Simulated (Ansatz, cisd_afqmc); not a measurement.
Species: PH3, charge 1, doublet. PH3+ (parent SMILES P, doublet).
B3LYP-D3(BJ)/def2-TZVP minimum from Ansatz (a program for electronic structure):
```xyz
4

P      0.0003     0.0005     0.0631
H     -0.0303     1.3480    -0.3258
H      1.1823    -0.6530    -0.3165
H     -1.1569    -0.7025    -0.3040
```
Charge +1, spin multiplicity 2.

Total energies in cc-pV(D+d)Z, 7 correlated electrons, 5 frozen orbitals. UHF or UKS for unpaired electrons; spin-orbit terms are left out. Correlated methods leave the cores frozen. No relativity. AFQMC/CISD: phaseless, guided by CISD from CCSD amplitudes; bars are statistical, one sigma. Outlying blocks are dropped, and bars are widened where a walk drifts. Over all cases where full CI ran beside it in this data, AFQMC minus full CI had a median of +0.1 mEh and passed +0.4 mEh in a tenth of the cases. Full CI freezes restricted core orbitals and the other rows unrestricted ones, which leaves a small offset even where coupled cluster is exact.

```
method         program         energy (Eh)  error against FCI (mEh)
----------  ----------  ------------------  -----------------------
HF              Ansatz          -342.16067                   134.49
MP2             Ansatz          -342.26479                    30.37
CCSD            Ansatz          -342.29174                     3.42
CCSD(T)         Ansatz          -342.29442                     0.74
CCSDT(Q)        Ansatz          -342.29516                     0.00
CCSDTQ          Ansatz          -342.29517                    -0.01
AFQMC/CISD  cisd_afqmc  -342.2951 ± 0.0002                0.1 ± 0.2
FCI             Ansatz          -342.29515                     0.00
```

Rough core times of Ansatz's runs on a shared machine: CCSD(T) under 20 s, CCSDT(Q) under 20 s, CCSDTQ 2 min, FCI 10 min.
